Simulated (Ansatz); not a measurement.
# C₂H₂N₂S: vertical ionisation energy

One table from this session's results is given with a row withheld; the runs are named, their logs left out.

Computed with Ansatz 0.2.0, Gaussian basis. Level: unrestricted cation, the program's frozen cores in correlated methods.

The runs, in order: UKS PBE-D4/def2-TZVPP; UKS r2SCAN-D4/def2-TZVPP; UKS PBE0-D4/def2-TZVPP; UKS B3LYP-D4/def2-TZVPP; UKS wB97X-V/def2-TZVPP; UKS wB97M-V/def2-TZVPP; UKS B2PLYP/def2-TZVPP; UHF-CCSD(T)/def2-TZVPP; UHF-CCSD(T)/def2-QZVPP; extrapolation to the limit; then −ε(HOMO) from the neutral's earlier runs with LDA (SPW92), PBE-D4, revPBE-D4, BLYP-D4, r2SCAN-D4, B97M-V, PBE0-D4, B3LYP-D4, r2SCANh-D4, r2SCAN0-D4, HSE06-D4, BHLYP-D4, CAM-B3LYP-D4, LC-ωPBE, ωB97X-V, ωB97M-V.

### The relaxed structure

An earlier PBE0-D4 in a triple-zeta def2 set relaxation fixed the geometry.

SMILES `c1cnsn1`, 7 atoms, charge 0, spin multiplicity 1.

Atoms are counted from 1 here; the program's logs count them from 0.

Bond lengths: C1–C2 1.414 Å, C1–N5 1.317 Å, C1–H6 1.083 Å, C2–N3 1.317 Å, C2–H7 1.083 Å, N3–S4 1.620 Å, S4–N5 1.619 Å. Angles: C2–C1–N5 113.6°, C2–C1–H6 126.2°, N5–C1–H6 120.2°, C1–C2–N3 113.6°, C1–C2–H7 126.2°, N3–C2–H7 120.2°, C2–N3–S4 106.8°, N3–S4–N5 99.3°, C1–N5–S4 106.8°.

Set-up of the first run:

Input file in.yaml:

```yaml
crystal:
  periodic: [false, false, false]
  atoms:
    - {symbol: C, position_ang: [-0.567127, 0.587609, 0.086704]}
    - {symbol: C, position_ang: [0.454447, -0.211996, 0.650359]}
    - {symbol: N, position_ang: [0.997834, -1.052795, -0.205248]}
    - {symbol: S, position_ang: [0.248097, -0.827033, -1.622891]}
    - {symbol: N, position_ang: [-0.784724, 0.342406, -1.188759]}
    - {symbol: H, position_ang: [-1.146819, 1.342131, 0.603310]}
    - {symbol: H, position_ang: [0.798291, -0.180321, 1.676515]}
basis:
  gaussian: {orbitals: def2-TZVPP}
total_charge: 1
magnetization: {spin_polarized: true, initial_magnetization: 1}
hamiltonian: {xc: pbe, dispersion: d4}
```

The run is started by

```
> ansatz run in.yaml --threads 2 --pin off --events-out ev --progress --plain --max-ram 32768MiB --backend cpu
```

Steps of the session up to this table: Cation, UKS PBE-D4/def2-TZVPP; Cation, UKS r2SCAN-D4/def2-TZVPP; Cation, UKS PBE0-D4/def2-TZVPP; Cation, UKS B3LYP-D4/def2-TZVPP; Cation, UKS wB97X-V/def2-TZVPP; Cation, UKS wB97M-V/def2-TZVPP; Cation, UKS B2PLYP (frozen core)/def2-TZVPP; Cation, UHF-CCSD(T)/def2-TZVPP; Cation, UHF-CCSD(T)/def2-QZVPP.

One table of the session follows, with a row left open; its other results are not shown here.

It belongs to the step «Ionisation energies side by side». Orbital estimates, from the neutral's runs:

| functional | −ε(HOMO) (eV) |
| --- | --- |
| LDA (SPW92) | 7.13 |
| PBE-D4 | 6.93 |
| revPBE-D4 | 6.86 |
| BLYP-D4 | 6.76 |
| r2SCAN-D4 | 7.14 |
| B97M-V | 7.11 |
| PBE0-D4 | 7.96 |
| B3LYP-D4 | 7.75 |
| r2SCANh-D4 | 7.52 |
| r2SCAN0-D4 | 8.10 |
| HSE06-D4 | 7.56 |
| BHLYP-D4 | 8.81 |
| CAM-B3LYP-D4 | ? |
| LC-ωPBE | 10.50 |
| ωB97X-V | 10.14 |
| ωB97M-V | 10.01 |

Estimate the missing values for CAM-B3LYP-D4.

**Answer.** −ε(HOMO) (eV): 9.20. In the column «−ε(HOMO) (eV)» it lies between BHLYP-D4 (8.81) and ωB97M-V (10.01).
